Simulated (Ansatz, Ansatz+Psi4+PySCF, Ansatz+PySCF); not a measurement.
```yaml
atoms:
  - { symbol: C, position_ang: [0.3000, 0.3000, 0.3000] }
  - { symbol: H, position_ang: [-0.0337, 0.4412, 1.3068] }
  - { symbol: H, position_ang: [0.6337, 0.1588, -0.7068] }
```

Basis set: cc-pVTZ (spherical functions). Left uncorrelated: 1 orbital. Charge 0, multiplicity 1.

Computed with Ansatz (development build ahead of 0.2.0); each method stands on the lowest determinant of its kind that the runs found. Restricted open shells among the atoms or ions are ROHF, correlated in semicanonical orbitals with singles.

Question: Give the atomization energy at this shape (free ground-state atoms in the same class of orbitals less the molecule, no zero-point energy) of singlet CH2 by UHF-CCSD(T), UHF-MP2, RHF-CCSD(T), RHF-MP2, UHF.

Answer:

```tsv
method	atomization energy
UHF-CCSD(T)	7.52 eV
UHF-MP2	7.13 eV
RHF-CCSD(T)	6.27 eV
RHF-MP2	5.94 eV
UHF	5.56 eV
```

Caution: another spin multiplicity may lie lower; the shape is not the minimum. Caution for UHF-CCSD(T), UHF-MP2: a plain start can end on a higher determinant. Caution for UHF-CCSD(T), UHF-MP2, RHF-CCSD(T), RHF-MP2: large amplitudes, a single reference is doubtful. Caution for UHF-CCSD(T): the program doubts this total. Caution for UHF-CCSD(T), UHF-MP2, UHF: the unrestricted determinant is a mixture of spin states. Caution for RHF-CCSD(T), RHF-MP2: an unrestricted determinant lies well below.
